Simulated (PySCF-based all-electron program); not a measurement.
Values are calculated unless marked as measured or tabulated.
Distorting N2 (charge +1), doublet

Method: all-electron DFT (in-house code on PySCF), basis-limit composite values; the spin-free Dirac equation, no spin–orbit coupling, spin-unrestricted, lowest state found (another of this spin can lie close). Forces are good to about 0.005 eV/Å. Atoms are numbered as listed.

Shape A:

```xyz
2

N     0.0628   -0.0149   -0.0254
N     0.0122    0.0088    1.1531
```

PBE forces:

```tsv
atom	Fx	Fy	Fz (eV/Å)
N1	-0.294	0.138	6.851
N2	0.294	-0.138	-6.851
```

What forces does r2SCAN give in shape A?

The forces move by 1.035 eV/Å (r.m.s. over the atoms) from PBE.

```json
{"atom": "N1", "Fx": "-0.339", "Fy": "0.159", "Fz (eV/Å)": "7.885"}
{"atom": "N2", "Fx": "0.339", "Fy": "-0.159", "Fz (eV/Å)": "-7.885"}
```

Shape B:

| atom | x (Å) | y (Å) | z (Å) |
| --- | --- | --- | --- |
| N | 0.0000 | 0.0000 | 0.0000 |
| N | 0.0000 | 0.0000 | 1.0099 |

Against shape A, N1–N2 goes from 1.180 to 1.010 Å.

PBE forces:

| atom | Fx | Fy | Fz (eV/Å) |
| --- | --- | --- | --- |
| N1 | 0.000 | 0.000 | -20.076 |
| N2 | 0.000 | 0.000 | 20.076 |

What forces does r2SCAN give in shape B?

The forces move by 1.154 eV/Å (r.m.s. over the atoms) from PBE.

| atom | Fx | Fy | Fz (eV/Å) |
| --- | --- | --- | --- |
| N1 | 0.000 | 0.000 | -18.922 |
| N2 | 0.000 | 0.000 | 18.922 |
